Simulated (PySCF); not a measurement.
Mapped SMILES: `[CH:1]#[C:2]/[CH:3]=[N:4]/[CH3:5]`; H(Xn) means a hydrogen on atom n.

GIAO PBE0/pcSseg-1 shifts (PySCF 2.14.0 with density-fitted response routines, gas phase, non-relativistic, equivalent atoms averaged), each against references optimised in the same way as the molecule (TMS, NH3).

On the GFN2-xTB geometry: C3 146.7, C1 87.2, C2 86.2, C5 52.4, N4 425.7, H(C3) 7.65, H(C5) 3.84, H(C1) 2.59 ppm.

**Question.** What changes on the PBE0-D3(BJ)/def2-SVP geometry?

**Answer.** 
| atoms | δ (ppm) | change |
| --- | --- | --- |
| C3 | 148.7 | +2.0 |
| C1 | 87.0 | -0.2 |
| C2 | 84.2 | -2.0 |
| C5 | 52.5 | +0.1 |
| N4 | 425.0 | -0.7 |
| H(C3) | 7.38 | -0.27 |
| H(C5) | 3.60 | -0.24 |
| H(C1) | 2.99 | +0.40 |

Bonds between heavy atoms that differ most (equivalent bonds averaged): C2–C3 1.413 → 1.432 Å, C1–C2 1.201 → 1.213 Å, C3–N4 1.260 → 1.270 Å, N4–C5 1.423 → 1.431 Å. Mean change of bonds to hydrogen: C–H +0.013 Å.
